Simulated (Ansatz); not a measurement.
C3H4OS can be A, `C=CC(O)=S`, or B, `C#CSCO`.

Gas-phase electronic energies from Ansatz, PBE0-D4/def2-TZVP geometries. CBS: MP2 limit from def2 TZ/QZ plus the TZ coupled-cluster correction, frozen cores. DFT in def2-TZVPP. B3LYP here is the variant with VWN-RPA as its local correlation; programs differ in this. One conformer a species, not always the lowest.

Problem. Which isomer does CCSD(T)/CBS put lower? Give the gap. (Best estimate.)

Solution. Ansatz gave: A, by 36.0 kcal/mol.

Problem. Give E(B) − E(A) in kcal/mol with HF/def2-TZVPP, B3LYP, CCSD/def2-TZVPP, CCSD(T)/def2-TZVPP, PBE-D4, MP2/def2-TZVPP, r2SCAN-D4. (Estimate.)

Solution. Computed: HF/def2-TZVPP 36.3, B3LYP 37.8, CCSD/def2-TZVPP 35.6, CCSD(T)/def2-TZVPP 36.7, PBE-D4 39.3, MP2/def2-TZVPP 34.7, r2SCAN-D4 39.9. None reverses the order clearly.

Problem. Does the order hold for the free energy at 298.15 K (harmonic terms from PBE0-D4)? (Best estimate.)

Solution. The calculation gave: Yes: G(B) − G(A) = +33.8 kcal/mol, for one conformer each.

Largest T1 diagnostic: 0.018.

At CCSD(T), def2-SVP lies +6.2 kcal/mol from the extrapolated value and def2-TZVPP +0.7 kcal/mol. Leaving LDA and LC-ωPBE aside and taking each functional with its dispersion term where it has one, the values, not all of them listed here, spread over 4.1 kcal/mol, from B2PLYP to B97M-V. LDA lies +2.6 kcal/mol from PBE without D4.
